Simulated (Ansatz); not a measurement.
# Platinum, fcc under PBE: convergence with the Methfessel-Paxton smearing

How small must the Methfessel-Paxton smearing width be for energy and pressure to settle? The geometry was relaxed under PBE beforehand and stays fixed; 7 values are run, from 0.01 to 1.0 eV. Wanted are the values from which on the energy stays within 10 and 1 meV/atom, and the pressure within 0.5 GPa, of the narrowest run. Within the series other settings stay, but some runs also write fields, which adds to their time. Spin polarisation is left out.

Method: DFT PBE, plane waves with PAW, scalar-relativistic, in Ansatz 0.2.0.

## Step 1: The starting structure

It takes space group Fm-3m (No. 225, cubic). Conventional cell: a = 3.972 Å, b = 3.972 Å, c = 3.972 Å, α = 90.00°, β = 90.00°, γ = 90.00°. Pt (site symmetry m-3m) has 12 Pt at 2.81 Å as nearest neighbours.

As a file:

```cif
data_structure
_symmetry_space_group_name_H-M 'Fm-3m'
_symmetry_Int_Tables_number 225
_cell_length_a 3.9716
_cell_length_b 3.9716
_cell_length_c 3.9716
_cell_angle_alpha 90.000
_cell_angle_beta 90.000
_cell_angle_gamma 90.000
_cell_volume 62.64
loop_
_atom_site_label
_atom_site_type_symbol
_atom_site_symmetry_multiplicity
_atom_site_Wyckoff_symbol
_atom_site_fract_x
_atom_site_fract_y
_atom_site_fract_z
_atom_site_occupancy
Pt1 Pt 4 a 0.00000 0.00000 0.00000 1
```

## Step 2: Run at 0.01 eV

The run at 0.01 eV.

File input.yaml:

```yaml
crystal:
  lattice:
    - [0.0, 1.9857786488, 1.9857786488]
    - [1.9857786488, 0.0, 1.9857786488]
    - [1.9857786488, 1.9857786488, 0.0]
  atoms:
    - { symbol: Pt, position: [0.0, 0.0, 0.0] }
hamiltonian:
  xc: pbe
  pseudopotentials:
    kind: paw
    azcp:
      Pt: "pseudopotentials/Pt.paw.azcp"
basis:
  ecutwfc: 420
  fft_grid_basis: typed
kpoints:
  mp_grid: { grid: [14, 14, 14], shift: [0, 0, 0] }
magnetization:
  spin_polarized: false
scf:
  occupations: { method: methfessel_paxton, width: 0.01 }
  lower_state_search: "off"
output:
  stress: true
  write_density: true
  write_potential: true
  elf: true
  volumetric_format: npy
```

Run with:

```bash
$ ansatz run input.yaml --threads 1 --pin off --max-ram 3584MiB --backend cpu --events-out ev --progress --plain --runs-dir out
```

## Step 3: Run at 0.03 eV

The run at 0.03 eV.

input.yaml, as its differences from that of step 2:

```diff
@@ -21,3 +21,3 @@
 scf:
-  occupations: { method: methfessel_paxton, width: 0.01 }
+  occupations: { method: methfessel_paxton, width: 0.03 }
   lower_state_search: "off"
@@ -25,5 +25 @@
   stress: true
-  write_density: true
-  write_potential: true
-  elf: true
-  volumetric_format: npy
```

## Step 4: Run at 0.1 eV

The run at 0.1 eV.

input.yaml, as its differences from that of step 3:

```diff
@@ -21,3 +21,3 @@
 scf:
-  occupations: { method: methfessel_paxton, width: 0.03 }
+  occupations: { method: methfessel_paxton, width: 0.1 }
   lower_state_search: "off"
```

## Step 5: Run at 0.2 eV

The run at 0.2 eV.

input.yaml, as its differences from that of step 4:

```diff
@@ -21,3 +21,3 @@
 scf:
-  occupations: { method: methfessel_paxton, width: 0.1 }
+  occupations: { method: methfessel_paxton, width: 0.2 }
   lower_state_search: "off"
@@ -25 +25,5 @@
   stress: true
+  write_density: true
+  write_potential: true
+  elf: true
+  volumetric_format: npy
```

## Step 6: Run at 0.3 eV

The run at 0.3 eV.

input.yaml, as its differences from that of step 5:

```diff
@@ -21,3 +21,3 @@
 scf:
-  occupations: { method: methfessel_paxton, width: 0.2 }
+  occupations: { method: methfessel_paxton, width: 0.3 }
   lower_state_search: "off"
@@ -25,5 +25 @@
   stress: true
-  write_density: true
-  write_potential: true
-  elf: true
-  volumetric_format: npy
```

## Step 7: Run at 0.6 eV

The run at 0.6 eV.

input.yaml, as its differences from that of step 6:

```diff
@@ -21,3 +21,3 @@
 scf:
-  occupations: { method: methfessel_paxton, width: 0.3 }
+  occupations: { method: methfessel_paxton, width: 0.6 }
   lower_state_search: "off"
```

## Step 8: Run at 1.0 eV

The run at 1.0 eV.

input.yaml, as its differences from that of step 7:

```diff
@@ -21,3 +21,3 @@
 scf:
-  occupations: { method: methfessel_paxton, width: 0.6 }
+  occupations: { method: methfessel_paxton, width: 1.0 }
   lower_state_search: "off"
```

(Steps that only read results are left out.)

What does the calculation give?

**Answer**, as computed:

```
                                           quantity                       value
       E(σ → 0) stays within 10 meV/atom of 0.01 eV                up to 0.6 eV
                   E(σ → 0) stays within 1 meV/atom                up to 0.3 eV
                      pressure stays within 0.5 GPa                up to 0.6 eV
                                pressure at 0.01 eV                   -0.51 GPa
energy of a separate run on a finer mesh (22×22×22)  +3.2 meV/atom from 0.01 eV
```

What this shows: At 1.0 eV the energy differs by -26.3 meV/atom and the pressure by +0.7 GPa. Over the range F shifts by -46.5 meV/atom, while E(σ → 0) shifts by -26.3. This scheme cancels the term in the square of the width, so F moves little up to 0.2 eV. The mesh (14×14×14) is fixed, so the narrowest widths carry a k-point error of their own. The yardstick itself is unsettled by 3.2 meV/atom against the finer mesh, so the thresholds above hold only within this series, and wider smearing, which averages over more states, can land nearer the fine-mesh value than the narrowest does. The cell taken over is 4 % larger than the measured one (15.10 Å³/atom, COD).
